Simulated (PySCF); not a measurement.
# C3H2FNO: the cost of one run

Computed with PySCF 2.14.0. Level: levels as typed in each script, gas phase, geometry from GFN2-xTB.

## (1) Where the work starts

SMILES `N#CC(F)C=O`, 8 atoms, charge 0, spin multiplicity 1.

Bond lengths: N1–C2 1.140 Å, C2–C3 1.455 Å, C3–F4 1.373 Å, C3–C5 1.530 Å, C3–H7 1.100 Å, C5–O6 1.190 Å, C5–H8 1.104 Å. Angles: N1–C2–C3 179.1°, C2–C3–F4 110.5°, C2–C3–C5 109.0°, C2–C3–H7 109.2°, F4–C3–C5 109.5°, F4–C3–H7 107.9°, C5–C3–H7 110.8°, C3–C5–O6 124.2°, C3–C5–H8 111.9°, O6–C5–H8 123.9°.

Geometry (Å):

```mol
C3H2FNO
  3D, bonds by distance, orders not assigned

  8  7  0  0  0  0  0  0  0  0999 V2000
    1.9729    1.1877    0.1748 N   0  0
    1.1287    0.4631   -0.0756 C   0  0
    0.0460   -0.4624   -0.3739 C   0  0
    0.3387   -1.7143    0.1072 F   0  0
   -1.2395    0.0493    0.2799 C   0  0
   -1.8593    0.9882   -0.1085 O   0  0
   -0.0748   -0.5394   -1.4647 H   0  0
   -1.5212   -0.5519    1.1617 H   0  0
  1  2  8  0
  2  3  8  0
  3  4  8  0
  3  5  8  0
  5  6  8  0
  3  7  8  0
  5  8  8  0
M  END
```

## (2) Localised orbitals (TPSS/cc-pvdz)

Input file input.py:

```python
import numpy as np
from pyscf import gto, scf, dft, lo
from pyscf.data.elements import chemcore

def solve(mol, dm0=None, hcore=None):
    mf = (dft.UKS if mol.spin else dft.RKS)(mol, xc='tpss')
    mf.grids.level = 3
    mf = mf.density_fit(auxbasis='def2-universal-jkfit')
    mf.conv_tol, mf.max_cycle = 1e-8, 80
    if hcore is not None:
        mf.get_hcore = lambda *args: hcore
    mf.kernel(dm0)
    if not mf.converged:
        mf = mf.newton().run(mf.mo_coeff, mf.mo_occ, max_cycle=30)
    assert mf.converged, 'SCF not converged'
    return mf

mol = gto.M(atom='''
N      1.97295     1.18772     0.17480
C      1.12871     0.46310    -0.07565
C      0.04597    -0.46239    -0.37387
F      0.33875    -1.71426     0.10722
C     -1.23954     0.04931     0.27995
O     -1.85929     0.98820    -0.10851
H     -0.07477    -0.53937    -1.46469
H     -1.52120    -0.55193     1.16166
''', basis='cc-pvdz', charge=0, spin=0, verbose=4)
mf = solve(mol)
occ_all = mf.mo_coeff[:, mf.mo_occ > 0]
occ = occ_all[:, chemcore(mol):]
loc = lo.ibo.ibo(mol, occ, iaos=lo.iao.iao(mol, occ_all))
fock, s = mf.get_fock(), mf.get_ovlp()
ortho = lo.orth_ao(mol, 'meta_lowdin')
ortho = lo.vec_lowdin(lo.iao.iao(mol, occ_all), s)
labels = lo.iao.reference_mol(mol).ao_labels(fmt=None)
vir = lo.vvo.livvo(mol, occ_all, mf.mo_coeff[:, mf.mo_occ == 0])
both = np.hstack([loc, vir])
p = (ortho.T @ s @ both) ** 2
pop = np.array([p[[l[0] == a for l in labels]].sum(0) for a in range(mol.natm)])
spd = np.array([[p[[l[0] == a and l[2][-1] == k for l in labels]].sum(0) for k in 'spd'] for a in range(mol.natm)])
eps = np.einsum('pi,pq,qi->i', both, fock, both)
for i in np.argsort(eps):
    top = np.argsort(-pop[:, i])[:3]
    print('%3d %s %9.4f Eh ' % (i + 1, 'occ' if i < loc.shape[1] else 'vir', eps[i]), '  '.join('%s%d %.3f' % (mol.atom_symbol(a), a + 1, pop[a, i]) for a in top))
np.savez('result.npz', c=both, nocc=loc.shape[1], pop=pop, spd=spd, eps=eps, e=mf.e_tot)
```

Command:

```
OMP_NUM_THREADS=1 python input.py
```

**Question.** How long does this run take on 1 thread of AMD EPYC 9R14 (Zen 4), shared host, and how much memory does it need?

About 9.9 s, with a peak of 0.44 GiB.
